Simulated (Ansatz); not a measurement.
Born–Oppenheimer molecular dynamics of H5NOSi (8 atoms, charge 0, multiplicity 1). It starts from a relaxed structure.

The calculation used RKS PBE-D4/def2-SVP (Ansatz).

- ensemble: NVT, Nosé–Hoover chain
- time step: 1 fs
- steps asked: 166
- set temperature: 500 K
- thermostat: time constant 100 fs, chain length 3 (defaults)
- seed: 870678

Frames 5 fs apart, positions in Å.

Velocities at 90 fs (Å/ps):

```
Si -3.51 -2.55 3.42
N 0.28 0.09 -1.75
H 9.79 -1.53 3.94
H 7.85 7.28 -8.17
H 9.45 53.19 -20.34
O 2.62 -0.89 -0.99
H 12.30 19.46 -5.71
H 13.16 5.52 -25.04
```

```xyz
8
Properties=species:S:1:pos:R:3 time_fs=90 energy_less_start_eV=0.158 T=408
Si 0.033 -0.074 0.003
N -0.020 -0.023 1.735
H -0.551 -0.753 2.232
H 0.810 0.228 2.286
H 1.423 -0.218 -0.434
O -0.751 1.291 -0.683
H -1.565 1.586 -0.200
H -0.760 -1.264 -0.424
8
Properties=species:S:1:pos:R:3 time_fs=95 energy_less_start_eV=0.161 T=426
Si 0.012 -0.083 0.018
N -0.016 -0.025 1.732
H -0.502 -0.750 2.249
H 0.823 0.266 2.225
H 1.471 0.073 -0.555
O -0.733 1.283 -0.687
H -1.483 1.664 -0.222
H -0.699 -1.285 -0.544
8
Properties=species:S:1:pos:R:3 time_fs=100 energy_less_start_eV=0.286 T=280
Si -0.007 -0.082 0.020
N -0.013 -0.031 1.735
H -0.468 -0.763 2.295
H 0.846 0.325 2.182
H 1.353 0.294 -0.586
O -0.708 1.271 -0.689
H -1.430 1.720 -0.207
H -0.613 -1.352 -0.594
8
Properties=species:S:1:pos:R:3 time_fs=105 energy_less_start_eV=0.382 T=168
Si -0.021 -0.074 0.009
N -0.008 -0.043 1.746
H -0.410 -0.758 2.346
H 0.820 0.372 2.158
H 1.258 0.331 -0.522
O -0.692 1.263 -0.690
H -1.392 1.737 -0.200
H -0.495 -1.384 -0.530
8
Properties=species:S:1:pos:R:3 time_fs=110 energy_less_start_eV=0.274 T=318
Si -0.030 -0.066 -0.001
N -0.004 -0.057 1.754
H -0.360 -0.770 2.395
H 0.797 0.438 2.181
H 1.441 0.210 -0.465
O -0.696 1.270 -0.692
H -1.395 1.720 -0.211
H -0.441 -1.441 -0.430
8
Properties=species:S:1:pos:R:3 time_fs=115 energy_less_start_eV=0.257 T=357
Si -0.020 -0.061 -0.005
N 0.001 -0.067 1.757
H -0.329 -0.793 2.393
H 0.718 0.495 2.201
H 1.507 -0.021 -0.377
O -0.712 1.286 -0.700
H -1.466 1.698 -0.206
H -0.493 -1.474 -0.357
8
Properties=species:S:1:pos:R:3 time_fs=120 energy_less_start_eV=0.263 T=370
Si 0.005 -0.065 0.000
N 0.003 -0.071 1.753
H -0.334 -0.831 2.342
H 0.642 0.569 2.251
H 1.386 -0.218 -0.340
O -0.734 1.306 -0.709
H -1.499 1.621 -0.229
H -0.631 -1.387 -0.325
8
Properties=species:S:1:pos:R:3 time_fs=125 energy_less_start_eV=0.201 T=466
Si 0.023 -0.071 0.015
N 0.005 -0.066 1.744
H -0.362 -0.862 2.270
H 0.529 0.592 2.310
H 1.448 -0.304 -0.498
O -0.745 1.315 -0.716
H -1.574 1.537 -0.214
H -0.836 -1.267 -0.335
8
Properties=species:S:1:pos:R:3 time_fs=130 energy_less_start_eV=0.321 T=329
Si 0.033 -0.075 0.025
N 0.005 -0.058 1.735
H -0.398 -0.869 2.200
H 0.434 0.603 2.395
H 1.427 -0.263 -0.710
O -0.743 1.314 -0.713
H -1.579 1.417 -0.237
H -0.996 -1.163 -0.337
8
Properties=species:S:1:pos:R:3 time_fs=135 energy_less_start_eV=0.361 T=289
Si 0.035 -0.074 0.021
N 0.007 -0.048 1.735
H -0.444 -0.868 2.155
H 0.359 0.592 2.441
H 1.205 -0.149 -0.816
O -0.724 1.300 -0.699
H -1.608 1.324 -0.269
H -1.006 -1.107 -0.282
8
Properties=species:S:1:pos:R:3 time_fs=140 energy_less_start_eV=0.293 T=386
Si 0.020 -0.064 0.008
N 0.009 -0.045 1.741
H -0.483 -0.843 2.136
H 0.342 0.604 2.453
H 1.191 -0.076 -0.936
O -0.699 1.281 -0.675
H -1.628 1.287 -0.355
H -0.932 -1.213 -0.197
8
Properties=species:S:1:pos:R:3 time_fs=145 energy_less_start_eV=0.325 T=362
Si 0.000 -0.054 -0.006
N 0.014 -0.045 1.745
H -0.512 -0.817 2.167
H 0.370 0.634 2.425
H 1.287 -0.075 -0.936
O -0.682 1.270 -0.650
H -1.627 1.330 -0.466
H -0.788 -1.398 -0.132
```

Of the whole run (166 fs, mean temperature of the second half 356 K): The conserved energy stayed within 0.68 meV per atom of its start (net change 0.39 meV per atom), so the integration is sound. The mean temperature of the second half is 29 % below the set value. A run of 0.17 ps of so small a system gives no equilibrium averages.

The run took 4.4 min on 1 thread of Intel(R) Xeon(R) Platinum 8259CL CPU @ 2.50GHz (Skylake/Cascade Lake), with other jobs on the host, peak memory 0.13 GiB.
